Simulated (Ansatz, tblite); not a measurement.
**The cluster Na3S+: rung by rung**

One table from this session's results is given with a row withheld; the runs are named, their logs left out.

The runs use Ansatz 0.2.0, Gaussian basis; as each input shows.

Levels to be run: GFN1-xTB, GFN2-xTB, PBE-D4/def2-TZVP, r2SCAN-D4/def2-TZVP, B2PLYP/def2-TZVP, ωB97X-V/def2-TZVP, B97M-V/def2-TZVP, BHLYP-D4/def2-TZVP, B3LYP-D4/def2-TZVP, PBE-D4/def2-SVP, PBE0-D4/def2-SVP, HF/6-31G, B3LYP-D4/6-31G, CCSD(T)/def2-TZVPP, MP2/def2-TZVP, RPA/def2-TZVP.

1 further run of the same task is left out (set aside as unsound or not needed). Runs told in other sessions of the task aren't counted.

## The structure

The singlet was relaxed beforehand with PBE0-D4/def2-TZVP. At that level it is the lowest of the isomers that a small search found.

4 atoms, charge 1, spin multiplicity 1.

Bond lengths: Na1–S4 2.485 Å, Na2–S4 2.486 Å, Na3–S4 2.486 Å. Angles: Na1–S4–Na2 120.0°, Na1–S4–Na3 119.9°, Na2–S4–Na3 120.1°.

The ion is computed in the gas phase, without counter-ions or solvent.

PBE0-D4/def2-TZVP was run before; its log isn't repeated, and its numbers join the tables.

The first run:

Tight binding, by tblite at 300 K electronic temperature and without a spin-polarisation term:

```python
tblite.interface.Calculator('GFN1-xTB', numbers, positions, charge=1, uhf=0).singlepoint()
```

Tight binding, by tblite at 300 K electronic temperature and without a spin-polarisation term:

```python
tblite.interface.Calculator('GFN2-xTB', numbers, positions, charge=1, uhf=0).singlepoint()
```

start.molden holds the orbitals of an earlier run on this state, given as this run's starting guess.

Input file in.yaml:

```yaml
crystal:
  periodic: [false, false, false]
  atoms:
    - {symbol: Na, position_ang: [2.258044, 0.643842, -0.812555]}
    - {symbol: Na, position_ang: [-1.307238, -1.735086, -1.208845]}
    - {symbol: Na, position_ang: [-0.948661, 1.089133, 2.023198]}
    - {symbol: S, position_ang: [-0.002135, 0.002111, -0.001788]}
basis:
  gaussian: {orbitals: def2-TZVP, initial_orbitals: start.molden}
total_charge: 1
hamiltonian: {xc: pbe, dispersion: d4}
scf: {omitted_lower_state_checks: [starts]}
output: {orbitals: {seedname: orbitals}}
```

Command:

```bash
ansatz run in.yaml --threads 4 --pin off --events-out ev --progress --plain --max-ram 3916MiB
```

Steps of the session up to this table: PBE-D4/def2-TZVP; r2SCAN-D4/def2-TZVP; B2PLYP/def2-TZVP; ωB97X-V/def2-TZVP; B97M-V/def2-TZVP; BHLYP-D4/def2-TZVP; B3LYP-D4/def2-TZVP; PBE-D4/def2-SVP; PBE0-D4/def2-SVP; HF/6-31G; B3LYP-D4/6-31G; CCSD(T)/def2-TZVPP; MP2/def2-TZVP; RPA/def2-TZVP.

One of the session's tables, all rows but one given; the rest of the session is left out.

```
              level  HOMO (eV)  LUMO (eV)  gap (eV)
           HF/6-31G     -10.36      -2.77      7.59
    PBE-D4/def2-SVP          ?          ?         ?
   PBE-D4/def2-TZVP      -7.33      -5.03      2.30
r2SCAN-D4/def2-TZVP      -7.36      -4.25      3.11
   B97M-V/def2-TZVP      -7.39      -4.77      2.62
     B3LYP-D4/6-31G      -7.91      -4.75      3.17
 B3LYP-D4/def2-TZVP      -8.11      -4.72      3.38
   PBE0-D4/def2-SVP      -8.13      -4.33      3.80
  PBE0-D4/def2-TZVP      -8.27      -4.38      3.89
 BHLYP-D4/def2-TZVP      -9.17      -4.04      5.13
  ωB97X-V/def2-TZVP     -10.42      -2.99      7.43
```

Q: Estimate the row for PBE-D4/def2-SVP from the others.

As computed: HOMO (eV): -7.20; LUMO (eV): -4.97; gap (eV): 2.23. In the column «HOMO (eV)» it is the highest.
